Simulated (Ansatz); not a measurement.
A calculation with Ansatz (development build ahead of 0.2.0).

```yaml
crystal:
  periodic: [false, false, false]
  atoms:
    - { symbol: Cl, position_ang: [0.01492, 0.47647, -1.1516] }
    - { symbol: C, position_ang: [-0.02845, -0.51216, 0.1345] }
    - { symbol: H, position_ang: [-0.02326, 0.12459, 1.07656] }
basis:
  gaussian: { orbitals: def2-SVP }
hamiltonian:
  xc: hf
correlation:
  method: mp2
  frozen_orbitals: { C: 1, Cl: 5, H: 0 }
```

The input is written out in the form of the current development build from the run's settings.

Output:

| Quantity | Value |
| --- | --- |
| Converged | yes |
| Reference energy | -497.63472 hartree |
| Correlation energy | -0.24596 hartree |
| Total energy | -497.88068 hartree |
| Spin squared of the determinant | 0.000 |
| Stability test | minimum among restricted orbitals |
| Occupied orbitals by symmetry in an Abelian subgroup (alpha; beta) | 10 A' 2 A''; 10 A' 2 A'' |

Messages of the program:
```
mean field -13541.33057677 eV, -497.6347200527 hartree, gradient 4.5e-6 eV, S^2 0.000000; 0 other ends of a descent, 0 dependent functions left out; unlike orbitals of the two spins would lower it
```

Caution: an unrestricted determinant lies well below.
